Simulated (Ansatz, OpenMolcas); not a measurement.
## How basis sets differ on SiH (SMILES [SiH])

SiH: 2 atoms, total charge 0, spin state doublet. SMILES: `[SiH]`. The coordinates come from a GFN2-xTB relaxation.

```xyz
2

Si    0.0000    0.0000    0.0000
H     0.0000    0.0000    1.5166
```

Quantity: the energy change with the Si1–H2 bond stretched from 1.517 to 1.896 Å, in eV. The values are calculated.

```csv
level,kind,program,value (eV),CPU time (all runs)
FCI/3-21G,exact in the basis,Ansatz,0.35,0.82 s
FCI/cc-pVDZ,exact in the basis,OpenMolcas,0.55,10 s
FCI/6-311G,exact in the basis,OpenMolcas,0.35,10 s
FCI/6-311G**,exact in the basis,Ansatz,0.61,6.1 s
```

The first shape isn't each level's own minimum. The values span 0.35 to 0.61 eV. High-level rows in very small sets aren't better than simpler rows in larger ones. Times are those of the runs behind each value, whatever else they computed, on shared processors of several kinds: orders of magnitude only.
